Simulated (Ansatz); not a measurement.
# Al3H: the cost of one run

Method: cc-pVTZ, core rule «outside noble gas», up to 15 orbitals frozen; program: Ansatz 0.2.0, Gaussian basis.

The runs, in order: UHF; CCSD(T) on ROHF; CCSD(T) on UHF; BCCD(T) on ROHF; CCSDT(Q) on ROHF; CCSDT(Q) on UHF; CASSCF and NEVPT2, 10 electrons in 13 orbitals.

4 further runs of the same task are left out: 4 set aside as unsound or not needed. Runs told in other sessions of the task aren't counted.

## (1) The system

The geometry is a PBE0/def2-TZVP stationary point (not a proven minimum) of the parent state, kept for this charge and spin.

4 atoms, charge 0, spin multiplicity 5.

Atoms are counted from 1 here; the program's logs count them from 0.

Bond lengths: Al1–Al2 2.593 Å, Al1–H4 1.950 Å, Al2–Al3 2.593 Å, Al2–H4 1.874 Å, Al3–H4 1.950 Å. Angles: Al2–Al1–H4 46.1°, Al1–Al2–Al3 97.1°, Al1–Al2–H4 48.5°, Al3–Al2–H4 48.5°, Al2–Al3–H4 46.1°, Al1–H4–Al2 85.4°, Al1–H4–Al3 170.8°, Al2–H4–Al3 85.4°.

## (2) UHF

The input, in.yaml:

```yaml
crystal:
  periodic: [false, false, false]
  atoms:
    - {symbol: Al, position_ang: [0.000000, 0.563450, 1.943331]}
    - {symbol: Al, position_ang: [0.000000, -1.153806, 0.000000]}
    - {symbol: Al, position_ang: [0.000000, 0.563450, -1.943331]}
    - {symbol: H, position_ang: [0.000000, 0.720211, 0.000000]}
basis:
  gaussian: {orbitals: cc-pVTZ}
magnetization: {spin_polarized: true, initial_magnetization: 4}
hamiltonian: {xc: hf}
output: {orbitals: {seedname: orbitals}}
```

Run with:

```bash
> ansatz run in.yaml --threads 1 --pin off --events-out ev --progress --plain --max-ram 4096MiB --backend cpu
```

What time and memory should one allow on 1 thread of AMD EPYC 7R13, shared host?

About 15 s, with a peak of 0.37 GiB.
